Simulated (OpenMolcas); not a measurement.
# [HO2]− (hydroperoxide(1-)): levels of theory compared

Wanted: a comparison of 6 runs (HF/def2-TZVPPD, B3LYP/def2-TZVPPD, BLYP/def2-TZVPPD, SVWN5/def2-TZVPPD, r2SCAN/def2-TZVPPD, revPBE/def2-TZVPPD) of [HO2]− (hydroperoxide(1-)). 

The results are computed with OpenMolcas 26.06.

1 further run of the same task is left out (set aside as unsound or not needed).

## (1) Starting point

[HO2]−: 3 atoms, total charge -1, spin state singlet. As SMILES, `[O-]O`. The coordinates come from a PBE0-D4/def2-TZVPD relaxation.

Bond lengths: O1–O2 1.479 Å, O2–H3 0.961 Å. Angles: O1–O2–H3 100.1°.

## (2) Energy and gradient at HF/def2-TZVPPD (run 1)

calc.input reads:

```
&GATEWAY
 BasLib = $CurrDir
 Coord
 3
 bohr
 O     -0.67606842     1.93808422    -0.15274656
 O     -0.45780505    -0.84259108    -0.34156800
 H      1.13389237    -1.09551203     0.49429566
 Basis = def2-TZVPPD
 Group = NoSym

&SEWARD

&SCF
 Charge = -1
 Thresholds = 1e-10 1e-07 1e-07 1e-05
 PrOrbitals = 0

&ALASKA
```

The basis set def2-TZVPPD is read from a file made from the Basis Set Exchange's data (not shown).

Launch:

```
export MOLCAS_MEM=1860
pymolcas calc.input > calc.log
```

Standard output:

```text
--- Start Module: gateway ---
[...]
--- Stop Module: gateway /rc=_RC_ALL_IS_WELL_ ---
[...]
      Basis functions           97
[...]
--- Start Module: scf ---
[...]
       Convergence after  18 Iterations
[...]
::    Total SCF energy                               -150.2249546326
[...]
      Total spin, S                                     0.0000000000
[...]
      Total electronic charge=   18.000000
      Total            charge=   -1.000000
[...]
      Dipole Moment (debye):
      Origin of the operator (angstrom)=   -0.2725    0.2633   -0.1188
                   X=  1.4679E+00               Y= -1.8015E+00               Z=  5.9757E-01           Total=  2.3994E+00
      Center of Charge (angstrom)
[...]
--- Stop Module: scf /rc=_RC_ALL_IS_WELL_ ---
[...]
--- Start Module: alaska ---
[...]
 *              Molecular gradients               *
 **************************************************
  Irreducible representation: a
 ------------------------------------------------------------------------------------------
                              X                       Y                       Z
 ------------------------------------------------------------------------------------------
  O1                7.04229821884561E-04    9.57916086819122E-03    1.44070970798582E-03
  O2               -2.33542925671393E-02   -8.52390459539532E-03   -1.36162609813333E-02
  H3                2.26500627452597E-02   -1.05525627278857E-03    1.21755512733541E-02
 ------------------------------------------------------------------------------------------
--- Stop Module: alaska /rc=_RC_ALL_IS_WELL_ ---
[...]
```

Run time: 9.9 s. Hardware: 1 thread of Arm Neoverse V2, shared host; peak memory 0.54 GiB.

## (3) Energy and gradient at B3LYP/def2-TZVPPD (run 2)

run.input reads:

```
&GATEWAY
  BasLib=$CurrDir
  Coord
  3
  angstrom
  O       -0.357760       1.025590      -0.080830
  O       -0.242260      -0.445880      -0.180750
  H        0.600030      -0.579720       0.261570
  Basis=def2-TZVPPD
  Group=NoSym

&SEWARD
  GridInput
  Grid=UltraFine
  End of Grid

&SCF
  Charge=-1
  KSDFT=B3LYP
  Thresholds=1e-10 1e-07 1e-07 1e-05
  PrOrbitals=1 1

&ALASKA
```

The basis set def2-TZVPPD is read from a file made from the Basis Set Exchange's data (not shown).

Launch:

```
export MOLCAS_MEM=1860
pymolcas run.input > run.log
```

Standard output:

```text
--- Start Module: gateway ---
[...]
--- Stop Module: gateway /rc=_RC_ALL_IS_WELL_ ---
[...]
      Basis functions           97
[...]
--- Start Module: scf ---
[...]
       Convergence after  20 Iterations
[...]
::    Total KS-DFT energy                            -151.0154045137
[...]
      Total spin, S                                     0.0000000000
[...]
      Total electronic charge=   18.000000
      Total            charge=   -1.000000
[...]
      Dipole Moment (debye):
      Origin of the operator (angstrom)=   -0.2725    0.2633   -0.1188
                   X=  1.4171E+00               Y= -2.2437E+00               Z=  5.2110E-01           Total=  2.7044E+00
      Center of Charge (angstrom)
[...]
--- Stop Module: scf /rc=_RC_ALL_IS_WELL_ ---
[...]
--- Start Module: alaska ---
[...]
 *              Molecular gradients               *
 **************************************************
  Irreducible representation: a
 ------------------------------------------------------------------------------------------
                              X                       Y                       Z
 ------------------------------------------------------------------------------------------
  O1                1.39423407100225E-03   -1.24764426392412E-02   -6.22034042328246E-04
  O2               -7.42111070382023E-04    1.16478800249400E-02    8.84381792950251E-04
  H3               -6.52123000625338E-04    8.28562614310968E-04   -2.62347750621839E-04
 ------------------------------------------------------------------------------------------
--- Stop Module: alaska /rc=_RC_ALL_IS_WELL_ ---
[...]
```

Run time: 28 s. Hardware: 1 thread of Arm Neoverse V2, shared host; peak memory 0.54 GiB.

Run 3 isn't shown in full; the table further down has it.

## (4) Energy and gradient at SVWN5/def2-TZVPPD (run 4)

mol.input reads:

```
>>> EXPORT MOLCAS_PRINT=2

&gateway
 baslib = $CurrDir
 basisset
 O.def2-TZVPPD....
 O1 -0.357760 1.025590 -0.080830 angstrom
 O2 -0.242260 -0.445880 -0.180750 angstrom
 End of Basis
 basisset
 H.def2-TZVPPD....
 H3 0.600030 -0.579720 0.261570 angstrom
 End of Basis

&seward
 gridinput
 Grid=UltraFine
 End of Grid

&scf
 charge = -1
 ksdft = SVWN5
 thresholds = 1e-10 1e-07 1e-07 1e-05
 prorbitals = 0

&alaska
```

The basis set def2-TZVPPD is read from a file made from the Basis Set Exchange's data (not shown).

Launch:

```
export MOLCAS_MEM=1860
pymolcas mol.input > mol.log
```

Standard output:

```text
--- Start Module: gateway ---
[...]
--- Stop Module: gateway /rc=_RC_ALL_IS_WELL_ ---
[...]
      Basis functions           97
[...]
--- Start Module: scf ---
[...]
       Convergence after  19 Iterations
[...]
::    Total KS-DFT energy                            -149.9440377373
[...]
      Total spin, S                                     0.0000000000
[...]
      Total electronic charge=   18.000000
      Total            charge=   -1.000000
[...]
      Dipole Moment (debye):
      Origin of the operator (angstrom)=   -0.2725    0.2633   -0.1188
                   X=  1.4250E+00               Y= -2.4123E+00               Z=  5.0680E-01           Total=  2.8472E+00
      Center of Charge (angstrom)
[...]
--- Stop Module: scf /rc=_RC_ALL_IS_WELL_ ---
[...]
--- Start Module: alaska ---
[...]
 *              Molecular gradients               *
 **************************************************
  Irreducible representation: a
 ------------------------------------------------------------------------------------------
                              X                       Y                       Z
 ------------------------------------------------------------------------------------------
  O1               -8.02957251135217E-04    1.84240439560224E-03   -2.32172859045088E-04
  O2                1.08567730470801E-02   -2.28990697262432E-03    5.63891556495122E-03
  H3               -1.00538157959442E-02    4.47502577010539E-04   -5.40674270591079E-03
 ------------------------------------------------------------------------------------------
--- Stop Module: alaska /rc=_RC_ALL_IS_WELL_ ---
[...]
```

It took 18 s on 1 thread of Arm Neoverse V2, shared host; peak memory 0.54 GiB.

Run 5 isn't shown in full; the table further down has it.

## (5) Energy and forces at revPBE/def2-TZVPPD (run 6)

mol.inp reads:

```
&GATEWAY
  BasLib=$CurrDir
  Coord
  3
  angstrom
  O       -0.357760       1.025590      -0.080830
  O       -0.242260      -0.445880      -0.180750
  H        0.600030      -0.579720       0.261570
  Basis=def2-TZVPPD
  Group=NoSym

&SEWARD
  GridInput
  Grid=UltraFine
  End of Grid

&SCF
  Charge=-1
  KSDFT=revPBE
  Thresholds=1e-10 1e-07 1e-07 1e-05
  PrOrbitals=1 2

&ALASKA
```

The basis set def2-TZVPPD is read from a file made from the Basis Set Exchange's data (not shown).

Launch:

```
export MOLCAS_MEM=1860
pymolcas mol.inp > mol.log
```

Standard output:

```text
--- Start Module: gateway ---
[...]
--- Stop Module: gateway /rc=_RC_ALL_IS_WELL_ ---
[...]
      Basis functions           97
[...]
--- Start Module: scf ---
[...]
       Convergence after  23 Iterations
[...]
::    Total KS-DFT energy                            -150.9724935457
[...]
      Total spin, S                                     0.0000000000
[...]
      Total electronic charge=   18.000000
      Total            charge=   -1.000000
[...]
      Dipole Moment (debye):
      Origin of the operator (angstrom)=   -0.2725    0.2633   -0.1188
                   X=  1.3635E+00               Y= -2.3824E+00               Z=  4.7672E-01           Total=  2.7861E+00
      Center of Charge (angstrom)
[...]
--- Stop Module: scf /rc=_RC_ALL_IS_WELL_ ---
[...]
--- Start Module: alaska ---
[...]
 *              Molecular gradients               *
 **************************************************
  Irreducible representation: a
 ------------------------------------------------------------------------------------------
                              X                       Y                       Z
 ------------------------------------------------------------------------------------------
  O1                1.75031697488337E-03   -1.89304744048773E-02   -1.14197753181400E-03
  O2                8.04839465297302E-03    1.69114558442178E-02    6.23661842463408E-03
  H3               -9.79871162785351E-03    2.01901856066700E-03   -5.09464089281941E-03
 ------------------------------------------------------------------------------------------
--- Stop Module: alaska /rc=_RC_ALL_IS_WELL_ ---
[...]
```

Wall time 29 s (1 thread of Arm Neoverse V2, shared host); peak memory 0.54 GiB.

## (6) Overview of the runs

```csv
run,level,integration grid,energy (Eh),HOMO energy (eV),LUMO energy (eV),HOMO–LUMO gap (eV),wall time
1,HF/def2-TZVPPD,–,-150.224955,-2.98,6.27,9.25,9.9 s
2,B3LYP/def2-TZVPPD,UltraFine,-151.015405,1.52,4.64,3.12,28 s
3,BLYP/def2-TZVPPD,UltraFine,-151.005055,2.86,4.26,1.40,26 s
4,SVWN5/def2-TZVPPD,UltraFine,-149.944038,2.71,4.29,1.58,18 s
5,r2SCAN/def2-TZVPPD,UltraFine,-150.933054,2.70,4.91,2.21,34 s
6,revPBE/def2-TZVPPD,UltraFine,-150.972494,2.93,4.24,1.31,29 s
```

## (7) Outcome

| quantity | value |
| --- | --- |
| run 6: total energy | -150.97249 Eh |
| run 6: HOMO energy | 2.93 eV |
| run 6: LUMO energy | 4.24 eV |
| run 6: HOMO–LUMO gap (to an unbound level, set by the basis) | 1.31 eV |
| run 6: largest force on an atom | 1.015 eV/Å |

In words: The HOMO–LUMO gap runs from 1.31 eV (revPBE/def2-TZVPPD) to 9.25 eV (HF/def2-TZVPPD). Exact exchange widens orbital gaps. The empty levels of an anion lie above zero and hang on the basis. Totals of different functionals can't be ranked against each other. In runs 2, 3, 4, 5, 6 the HOMO lies above zero, so the outermost electron may be held by the basis alone. All runs together took 2.4 min, the longest 34 s.
